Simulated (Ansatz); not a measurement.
Ideal-gas functions of MgO, SMILES `[O]=[Mg]` at 600 K and 1 bar, from an Ansatz frequency run at PBE0-D4/def2-TZVP.

Molar mass 40.3 g/mol, point group C∞v (symmetry number 1), electronic degeneracy 1, moments of inertia 28.965 u Å². Harmonic wavenumbers (cm⁻¹, unscaled): 830.

Use S(trans) = R[1.5 ln M + 2.5 ln T − 1.1517]; rotational temperatures θ = 24.2544 K / I; S(rot) = R[ln(T/σθ) + 1]; for each mode x = 1.438777 ν̃/T, S = R[x/(eˣ − 1) − ln(1 − e⁻ˣ)] and H = RT x/(eˣ − 1); 1 cm⁻¹ = 0.0119627 kJ/mol; R = 8.31446 J/(mol·K).

Question: By hand: the entropy, in J/(mol·K).

Answer: Translation 169.5. Rotation: θ = 0.8374 K, giving 63.0. Vibration, mode by mode: 3.84, in all 3.8. Electronic 0.0. Sum 236.3 J/(mol·K).

Question: By hand: H − E and G − E in kJ/mol, counted from the electronic energy.

Answer: Zero-point energy ½ × 830 × 0.0119627 = 5.0; thermal vibration 1.6; translation, rotation and pV give 3.5 RT = 17.5. H − E = 24.1 kJ/mol, and G − E = 24.1 − 600 × 236.3/1000 = -117.7 kJ/mol.

Vibration gives 2 % of the entropy.
